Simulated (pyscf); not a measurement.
Thermochemistry of product channels of silylene (SiH₂) [singlet] + ethylene (H₂C=CH₂) on the singlet surface, in kJ/mol, from ωB97M-D3(BJ)/def2-TZVP energies (ideal gas, 1 atm, RRHO with modes under 100 cm⁻¹ raised to 100, one conformer, R ln 2 for rigid chiral ones). Structures and frequencies: ωB97X-D3(BJ)/def2-SVP in PySCF.

```json
[
 {"products": "H₂C=C=SiH₂ + hydrogen (H₂)", "ΔE": "+40.4", "ΔH(298 K)": "+24.5", "ΔG(600 K)": "+37.2", "ΔG(900 K)": "+39.1"},
 {"products": "H₂C=CH–SiH: [singlet] + hydrogen (H₂)", "ΔE": "+3.7", "ΔH(298 K)": "-4.5", "ΔG(600 K)": "+3.7", "ΔG(900 K)": "+4.3"},
 {"products": "cyclic C₂H₆Si (SMILES C1C[SiH2]1)", "ΔE": "-197.9", "ΔH(298 K)": "-186.7", "ΔG(600 K)": "-90.3", "ΔG(900 K)": "-43.8"},
 {"products": "H₃C–CH=SiH₂", "ΔE": "-149.3", "ΔH(298 K)": "-137.4", "ΔG(600 K)": "-52.8", "ΔG(900 K)": "-12.2"},
 {"products": "H₂C=CH–SiH₃", "ΔE": "-228.9", "ΔH(298 K)": "-222.7", "ΔG(600 K)": "-139.1", "ΔG(900 K)": "-99.2"},
 {"products": "H₃C–CH₂–SiH: [singlet]", "ΔE": "-142.5", "ΔH(298 K)": "-125.6", "ΔG(600 K)": "-45.8", "ΔG(900 K)": "-7.2"}
]
```

The channel to H₃C–CH=SiH₂ turns unfavourable between 298 and 1200 K (ΔG from -95.1 kJ/mol to +27.0 kJ/mol). The channel to H₃C–CH₂–SiH: [singlet] turns unfavourable between 298 and 1200 K (ΔG from -85.8 kJ/mol to +30.2 kJ/mol).

These are energies of the channels, which say nothing of barriers. H₂C=C=SiH₂ lies 91.0 kJ/mol over its isomer HC≡C–SiH₃, and others may lie lower still (electronic energy, ωB97M-D3(BJ)). H₂C=CH–SiH: [singlet] lies 54.3 kJ/mol over its isomer HC≡C–SiH₃, and others may lie lower still (electronic energy, ωB97M-D3(BJ)).
